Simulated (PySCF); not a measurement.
Does the structure fit the spectrum?

A compound C₃H₅NO gives the data below (simulated from a calculation) and was assigned the structure `[H]/N=C\[C@H]1CO1`.

13C{1H} NMR (computed): δ 160.4 (CH), 66.4 (CH2), 56.2 (CH2).

1H NMR (600 MHz, computed): δ 6.35 (m, 1H), 3.96 (m, 2H), 3.83 (m, 2H).

PySCF 2.14 calculation with J couplings at B3LYP/pcJ-1 (spin–dipole term only in couplings to heteroatoms), shielding tensors at PBE0/pcSseg-1 (GIAO) and structure optimised with PBE0-D3(BJ)/def2-SVP; no solvent model, relativity neglected, one averaged value for each set of equivalent atoms, one computed conformer.

Scale: TMS for 1H (σref 31.27) and 13C (σref 184.41) (reference shieldings calculated alike).

**Question.** Compare with the shifts computed for the proposed structure, pairing carbons in order of shift.

**Answer.** Atom-mapped SMILES (the numbers label the heavy atoms): `[H]/[N:1]=[CH:2]\[C@H:3]1[CH2:4][O:5]1` (H(Xn): hydrogen on atom n).

```csv
atom,computed for proposal,given list,difference
C2,181.1,160.4,+20.7
C3,53.4,66.4,-13.0
C4,45.0,56.2,-11.2
```

The rms difference is 15.5 ppm and the largest +20.7 ppm at C2 (C=N carbon). The carbon types in order of shift don't match either: CH, CH, CH2 for the proposal against CH, CH2, CH2 in the data. The proposal doesn't fit.

**Question.** Which isomer fits?

**Answer.** 2-Oxazoline.

1. Carbon types of the structure: 1 × CH, 2 × CH2, which accounts for all hydrogens.
2. δC 160.4: C=N carbon.
3. δC 66.4: sp3 CH2 bonded to O; pulled downfield by the heteroatom.
4. δC 56.2: sp3 CH2 bonded to N; pulled downfield by the heteroatom.
5. δH 3.96: hydrogen on an sp3 CH2 bonded to O; its carbon carries O, which withdraws density.

The shifts were computed for this structure.

Splittings below 1 Hz are ignored in the labels, and close J values are merged. Couplings among chemically equivalent protons are left out too, so labels in AA′BB′ or AA′XX′ sets are apparent multiplicities. Unscaled 3J(H,H) at this level run about 10 % above measured values. Shifts are as computed. Against solution values, carbons near 30 ppm lie about +2 ppm off and those near 130 ppm about +5 ppm. Of 1211 compounds with measured shifts, 218 miss one by over three times the rms of a fit or turn the order of signals round; such compounds aren't used in these exercises. 3J across rotatable bonds or in flexible rings reflects this conformer alone.
